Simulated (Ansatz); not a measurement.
For hcp Tc, LDA in Ansatz (plane waves, PAW) gives:

- equilibrium lattice constant a = 2.710 Å
- lattice parameter c = 4.332 Å

**Question.** What does B3LYP (VWN-RPA form) in Ansatz (plane waves, PAW) give for the same quantities?

**Answer.** 
- lattice constant a: 2.758 Å (goes up by 1.8 %)
- lattice parameter c: 4.398 Å (increases by 1.5 %)

For comparison: lattice constant a 2.741 Å (measured, 293 K, no zero-point or thermal correction; as tabulated in Wikipedia's data pages); lattice parameter c 4.399 Å (measured, 293 K, no zero-point or thermal correction; as tabulated in Wikipedia's data pages).

Changes are worked out from the printed values.

Unless a cell is named, each level is at its own relaxed cell (LDA 13.77, B3LYP (VWN-RPA form) 14.48 Å³/atom).

Ansatz's density-functional and Hartree–Fock values are scalar-relativistic unless marked +SOC, with PAW data made under PBE.

Ansatz is a quantum-chemistry and plane-wave program.
